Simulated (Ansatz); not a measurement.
# CH₄FSi radical: one species, many methods

One table from this session's results is given with a row withheld; the runs are named, their logs left out.

The runs use Ansatz 0.2.0, Gaussian basis; functionals in def2-TZVPP, the program's frozen cores in correlated methods.

The runs, in order: LDA (SPW92), PBE-D4, revPBE-D4, BLYP-D4, r2SCAN-D4, B97M-V, PBE0-D4, B3LYP-D4, r2SCANh-D4, r2SCAN0-D4, HSE06-D4, BHLYP-D4, CAM-B3LYP-D4, LC-ωPBE, ωB97X-V, ωB97M-V, B2PLYP, PBE-QIDH; CCSD(T)/def2-SVP; CCSD(T)/def2-TZVPP; MP2/def2-QZVPP; extrapolation to the limit; RPA on PBE.

## The geometry

All runs share one geometry, relaxed beforehand with PBE0-D4 in a triple-zeta def2 set.

SMILES `[CH2][SiH2]F`, 7 atoms, charge 0, spin multiplicity 2.

Atoms are counted from 1 here; the program's logs count them from 0.

Bond lengths: C1–Si2 1.828 Å, C1–H4 1.085 Å, C1–H5 1.086 Å, Si2–F3 1.601 Å, Si2–H6 1.486 Å, Si2–H7 1.486 Å. Angles: Si2–C1–H4 122.6°, Si2–C1–H5 122.3°, H4–C1–H5 115.1°, C1–Si2–F3 109.0°, C1–Si2–H6 111.6°, C1–Si2–H7 111.7°, F3–Si2–H6 107.7°, F3–Si2–H7 107.6°, H6–Si2–H7 109.0°.

Coordinates:

```xyz
7

C    -0.8719    0.2811   -0.6159
Si    0.5886   -0.1573    0.3925
F     0.6526   -1.7495    0.5505
H    -1.5360   -0.4660   -1.0385
H    -1.1360    1.3107   -0.8379
H     0.5099    0.4305    1.7553
H     1.8540    0.2825   -0.2517
```

Set-up of the first run:

Input file in.yaml:

```yaml
crystal:
  periodic: [false, false, false]
  atoms:
    - {symbol: C, position_ang: [-0.871855, 0.281091, -0.615850]}
    - {symbol: Si, position_ang: [0.588583, -0.157269, 0.392460]}
    - {symbol: F, position_ang: [0.652611, -1.749494, 0.550518]}
    - {symbol: H, position_ang: [-1.536047, -0.465999, -1.038520]}
    - {symbol: H, position_ang: [-1.135955, 1.310670, -0.837917]}
    - {symbol: H, position_ang: [0.509888, 0.430550, 1.755286]}
    - {symbol: H, position_ang: [1.853975, 0.282452, -0.251678]}
basis:
  gaussian: {orbitals: def2-TZVPP}
magnetization: {spin_polarized: true, initial_magnetization: 1}
hamiltonian: {xc: lda}
output: {orbitals: {seedname: orbitals}}
```

Among the steps run: LDA; PBE-D4 (GGA); revPBE-D4 (GGA); BLYP-D4 (GGA); r2SCAN-D4 (meta-GGA); B97M-V (meta-GGA); PBE0-D4 (hybrid); B3LYP-D4 (hybrid); r2SCANh-D4 (hybrid); r2SCAN0-D4 (hybrid); HSE06-D4 (hybrid); BHLYP-D4 (hybrid); CAM-B3LYP-D4 (range-separated); LC-ωPBE-D4 (range-separated; the results give it without D4); ωB97X-V (range-separated); ωB97M-V (range-separated); B2PLYP (double hybrid); PBE-QIDH (double hybrid).

One table of the session follows, with a row left open; its other results are not shown here.

It belongs to the step «Orbital energies across the functionals». 

```
  functional  HOMO (eV)  LUMO (eV)  gap (eV)
 LDA (SPW92)      -5.84      -4.36      1.48
      PBE-D4      -5.89      -3.80      2.09
   revPBE-D4      -5.86      -3.65      2.21
     BLYP-D4      -5.67      -3.81      1.87
   r2SCAN-D4      -6.37      -3.17      3.21
      B97M-V      -6.18      -3.61      2.57
     PBE0-D4      -7.29      -2.57      4.72
    B3LYP-D4      -6.94      -3.02      3.92
  r2SCANh-D4      -6.88      -2.75      4.13
  r2SCAN0-D4      -7.64      -2.14      5.50
    HSE06-D4      -6.88      -2.96      3.91
    BHLYP-D4      -8.46      -1.46      7.00
CAM-B3LYP-D4      -8.60      -1.55      7.05
     LC-ωPBE     -10.15      -0.02     10.14
     ωB97X-V      -9.54      -0.56      8.98
     ωB97M-V          ?          ?         ?
```

**Question.** Estimate the row for ωB97M-V.

As computed: HOMO (eV): -9.32; LUMO (eV): -0.70; gap (eV): 8.61. In the column «HOMO (eV)» it lies between ωB97X-V (-9.54) and CAM-B3LYP-D4 (-8.60).
